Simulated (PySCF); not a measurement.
**Dipole moment and polarisability of 1,2,5-thiadiazole**

1,2,5-thiadiazole, C2H2N2S.
Structure used (GFN2-xTB), in Å, numbered top down from 1:
```xyz
7
C2H2N2S angstrom
C     -0.3907    0.7227    0.0583
C     -0.4623   -0.6803   -0.0310
N      0.7206   -1.2448   -0.1130
S      1.8557   -0.0890   -0.0800
N      0.8437    1.1705    0.0407
H     -1.2127    1.4097    0.1345
H     -1.3509   -1.2839   -0.0366
```

Level: wB97X-D/def2-SVPD (PySCF), static field, nuclei fixed, core orbitals frozen in the response. The polarisability tensor in these axes (au):

```
x   65.74 -0.63 -1.24
y   -0.63 51.71  1.18
z   -1.24  1.18 34.27
```

**Question.** What are the eigenvalues, a third of the trace, and Δα (Δα² = ½Σ(αi − αj)² over the three pairs)?

**Answer.** Principal values 34.14, 51.76 and 65.82 au; mean 50.57 au = 7.49 Å³ = 8.34 × 10⁻⁴⁰ C²·m²/J; Δα = 27.49 au (54 % of the mean).

**Question.** What is the dipole moment, and where does it point?

**Answer.** (-1.56, 0.08, 0.06) D, 1.56 D in size, pointing from the negative to the positive side. Measured along this direction, the outermost atoms are S4 at the negative end and H7 and H6 at the positive end.

**Question.** Traceless (Buckingham) quadrupole moment about the centre of nuclear charge: eigenvalues?

**Answer.** -6.97, -1.93, 8.90 D·Å. The values depend on the origin, since the dipole doesn't vanish. The electronic extent ⟨r²⟩ about the same centre is 345 bohr², a root-mean-square distance of 1.48 Å for the 44 electrons.

**Question.** Find the Langevin capture rate constant for O2+ (31.990 u) meeting this molecule (85.994 u), k = 2.342 × 10⁻⁹ cm³/s × √(α in Å³ / reduced mass in u).

**Answer.** The reduced mass is 23.32 u, so k = 1.33 × 10⁻⁹ cm³/s. The formula leaves out the permanent dipole, which adds to the capture rate.

**Question.** Orientational against electronic polarisability at 273 K (dilute gas, rigid molecules)?

**Answer.** In Gaussian units μ²/3kT = 21.58 Å³ against 7.49 Å³, a ratio of 2.88; the Debye molar polarisation (4π/3)N_A(α + μ²/3kT) is 73.3 cm³/mol, leaving out the vibrational part.

**Question.** In TDDFT the mean static polarisability is Σ f/ω² over all singlet excitations (ω in hartree). How much of it do the 8 lowest give? Their energies (eV) and oscillator strengths: 5.10, 0.0000; 5.71, 0.1644; 6.21, 0.0036; 6.60, 0.0000; 6.79, 0.0241; 7.31, 0.0014; 7.81, 0.0030; 7.85, 0.0034.

**Answer.** They add up to 4.29 au, 8.5 % of the 50.57 au; the largest single term is 3.74 au, from the state at 5.71 eV. Terms in order: 0.00, 3.74, 0.07, 0.00, 0.39, 0.02, 0.04, 0.04 au. Higher excitations give the rest. The strengths listed sum to 0.200.

Geometry: GFN2-xTB; no solvent, vibrations or thermal averaging.
